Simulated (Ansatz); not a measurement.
Ansatz (a program for electronic structure) input (wB97M-V/def2-TZVPD):

Ansatz 0.2 input:
```yaml
crystal:
  periodic: [false, false, false]
  atoms:
    - {symbol: O, position_ang: [0.40729498, 1.27979630, 0.29460394]}
    - {symbol: C, position_ang: [0.08163148, 0.13868104, 0.03256419]}
    - {symbol: N, position_ang: [0.99861611, -0.84680311, -0.18123877]}
    - {symbol: C, position_ang: [-1.37105389, -0.27916763, -0.07797619]}
    - {symbol: H, position_ang: [0.73494507, -1.78997243, -0.39805759]}
    - {symbol: H, position_ang: [-1.84573602, 0.32224419, -0.85323023]}
    - {symbol: H, position_ang: [-1.50787858, -1.33524955, -0.31016180]}
    - {symbol: H, position_ang: [-1.86875914, -0.05203685, 0.86465332]}
    - {symbol: H, position_ang: [1.97529047, -0.61281436, -0.11889194]}
basis:
  gaussian:
    orbitals: def2-TZVPD
hamiltonian:
  xc: {name: wB97M-V}
output: {forces: true}
```

Output:

```
Functional definition: wB97M-V
integrals: 0.12 GiB planned
966 factors; their error is unknown
integrals: 0.15 GiB planned
365 factors; integrals over basis functions are off by at most 1.6e-5 eV
mean field: 1.24 GiB planned
mean field evaluation 1: about -5687.1242 eV, gradient 5.8e1 eV
mean field evaluation 2: about -5687.6741 eV, gradient 5.9e1 eV
mean field evaluation 4: about -5693.2173 eV, gradient 2.4e0 eV
mean field evaluation 8: about -5693.2345 eV, gradient 4.1e-2 eV
mean field evaluation 16: about -5693.2264 eV, gradient 5.8e-5 eV
mean field -5693.22637237 eV, -209.2222101770 hartree, gradient 5.8e-5 eV, S^2 0.000000; 0 other end points of the search recorded, 0 dependent functions left out
the calculation of the forces begins
reference -5693.22642958 eV, -209.2222122796 hartree; 16, 16 occupied and 180, 180 virtual orbitals, 966 factors
Total energy: -5693.22642958 eV, -209.2222122796 hartree
Atom 0 at     0.407295     1.279796     0.294604 Å, force    -0.030428    -0.161113    -0.037016 eV/Å
Atom 1 at     0.081631     0.138681     0.032564 Å, force    -0.041653     0.026453     0.005568 eV/Å
Atom 2 at     0.998616    -0.846803    -0.181239 Å, force     0.022741     0.026027     0.005919 eV/Å
Atom 3 at    -1.371054    -0.279168    -0.077976 Å, force     0.017857     0.028495     0.007309 eV/Å
Atom 4 at     0.734945    -1.789972    -0.398058 Å, force    -0.016848     0.051991     0.011546 eV/Å
Atom 5 at    -1.845736     0.322244    -0.853230 Å, force     0.030566    -0.010504     0.023287 eV/Å
Atom 6 at    -1.507879    -1.335250    -0.310162 Å, force     0.031143     0.029408     0.006658 eV/Å
Atom 7 at    -1.868759    -0.052037     0.864653 Å, force     0.030805     0.000009    -0.025041 eV/Å
Atom 8 at     1.975290    -0.612814    -0.118892 Å, force    -0.044182     0.009234     0.001769 eV/Å
Dipole moment:    -0.070484    -0.790754    -0.180597 e Å
```
